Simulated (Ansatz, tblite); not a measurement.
# TiCl4: removing and adding an electron

The task here is to estimate one member of a computed series from the others.

Program: Ansatz 0.2.0, Gaussian basis. Level of theory: as each input shows. These are calculated values, not measurements.

The runs, in order: charge +1 doublet, at the geometry of the singlet (PBE0-D4/def2-TZVP, PBE-D4/def2-TZVP, r2SCAN-D4/def2-TZVP, r2SCAN0-D4/def2-TZVP, BHLYP-D4/def2-TZVP, r2SCANh-D4/def2-TZVP, ωB97X-V/def2-TZVP, B2PLYP/def2-TZVP); charge +1 doublet, relaxed (PBE0-D4/def2-TZVP, PBE-D4/def2-TZVP); charge -1 doublet, at the geometry of the singlet (PBE0-D4/def2-TZVPD, PBE-D4/def2-TZVPD, r2SCAN-D4/def2-TZVPD); charge -1 doublet, relaxed (PBE0-D4/def2-TZVPD, PBE-D4/def2-TZVPD); the starting singlet's energies come from earlier runs.

## The geometry

The singlet was relaxed beforehand with PBE-D4/def2-SVP.

5 atoms, charge 0, spin multiplicity 1.

Atoms are counted from 1 here; the program's logs count them from 0.

Bond lengths: Ti1–Cl2 2.173 Å, Ti1–Cl3 2.173 Å, Ti1–Cl4 2.173 Å, Ti1–Cl5 2.173 Å. Angles: Cl2–Ti1–Cl3 109.5°, Cl2–Ti1–Cl4 109.5°, Cl2–Ti1–Cl5 109.5°, Cl3–Ti1–Cl4 109.5°, Cl3–Ti1–Cl5 109.5°, Cl4–Ti1–Cl5 109.5°.

Formally the metal is d0. No spin-orbit coupling is included.

Set-up of the first run:

File in.yaml:

```yaml
crystal:
  periodic: [false, false, false]
  atoms:
    - {symbol: Ti, position_ang: [0.000004, -0.000005, 0.000001]}
    - {symbol: Cl, position_ang: [0.009840, -0.015095, 2.172689]}
    - {symbol: Cl, position_ang: [2.045195, 0.010001, -0.733474]}
    - {symbol: Cl, position_ang: [-1.031759, 1.776546, -0.707261]}
    - {symbol: Cl, position_ang: [-1.023270, -1.771458, -0.731954]}
basis:
  gaussian: {orbitals: def2-SVP}
total_charge: 1
magnetization: {spin_polarized: true, initial_magnetization: 1}
hamiltonian: {xc: pbe0, dispersion: d4}
output: {orbitals: {seedname: orbitals}}
```

Launch:

```bash
ansatz run in.yaml --threads 2 --pin off --events-out ev --progress --plain --max-ram 4352MiB
```

Among the steps run: Charge +1 doublet at the fixed geometry, first pass, PBE0-D4/def2-SVP; Charge +1 doublet at the fixed geometry, PBE0-D4/def2-TZVP; Charge +1 doublet at the fixed geometry, PBE-D4/def2-TZVP; Charge +1 doublet at the fixed geometry, r2SCAN-D4/def2-TZVP; Charge +1 doublet at the fixed geometry, r2SCAN0-D4/def2-TZVP; Charge +1 doublet at the fixed geometry, BHLYP-D4/def2-TZVP; Charge +1 doublet at the fixed geometry, r2SCANh-D4/def2-TZVP; Charge +1 doublet at the fixed geometry, ωB97X-V/def2-TZVP; Charge +1 doublet at the fixed geometry, B2PLYP/def2-TZVP.

One table of the session follows, with a row left open; its other results are not shown here.

Beside −ε(HOMO) of the starting state:

| level | −ε(HOMO) (eV) | by difference (eV) | mismatch (eV) |
| --- | --- | --- | --- |
| PBE-D4/def2-TZVP | 8.26 | 10.91 | -2.65 |
| r2SCAN-D4/def2-TZVP | 8.65 | 11.22 | -2.57 |
| r2SCANh-D4/def2-TZVP | 9.15 | 11.41 | -2.26 |
| PBE0-D4/def2-TZVP | 9.64 | 11.50 | -1.86 |
| r2SCAN0-D4/def2-TZVP | ? | ? | ? |
| BHLYP-D4/def2-TZVP | 10.86 | 11.83 | -0.97 |
| ωB97X-V/def2-TZVP | 11.99 | 11.97 | +0.02 |

Estimate the missing values for r2SCAN0-D4/def2-TZVP.

Worked estimate for «−ε(HOMO) (eV)». Against the share of exact exchange, r2SCAN-D4/def2-TZVP (0, 8.65), r2SCANh-D4/def2-TZVP (0.1, 9.15) give a slope of 5.00 per unit share; at 0.25 the line stands at 9.90.

As computed: −ε(HOMO) (eV): 9.90; by difference (eV): 11.69; mismatch (eV): -1.80. In «−ε(HOMO) (eV)» the line misses by 0.00.
